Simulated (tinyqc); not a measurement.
Hueckel theory of the pi electrons with the omega technique, for the molecule [CH2]C([CH2])=C (SMILES; centres numbered as the heavy atoms are written), step by step. One step of it, computed by the program tinyqc.

Task: Energy, charges, bond orders. E = sum n x; q_r = z_r - P_rr; bond order p = P_rs; free valence = sqrt(3) - sum of p over the bonds of the atom.

x values: 1.732051  0.000000  0.000000  -1.732051

occupations: 2.000000  1.000000  1.000000  0.000000

charge and bond-order matrix P, lower triangle:
```
,1C,2C,3C,4C
1C,1.000000
2C,0.577350,1.000000
3C,0.000000,0.577350,1.000000
4C,0.000000,0.577350,0.000000,1.000000
```

Centres:
```
centre,"z_r, pi electrons of the neutral centre",h
1C,1,0.000000
2C,1,0.000000
3C,1,0.000000
4C,1,0.000000
```

Bonds:
```
i,j,k
1,2,1
2,3,1
2,4,1
```

Give: pi energy = 4 alpha + this times beta; pi charges; Bond orders and lengths from R = 1.517 - 0.180 p; free valence of the carbons; gap between the highest filled and the next level.

Result:

pi energy = 4 alpha + this times beta = 3.4641

pi charges: 1C 0.0000, 2C 0.0000, 3C 0.0000, 4C 0.0000

Bond orders and lengths from R = 1.517 - 0.180 p (angstrom, C-C alone):
```
bond,p,R
1-2,0.5774,1.4131
2-3,0.5774,1.4131
2-4,0.5774,1.4131
```

free valence of the carbons: 1C 1.1547, 2C 0.0000, 3C 1.1547, 4C 1.1547

gap between the highest filled and the next level = 1.7321 |beta|
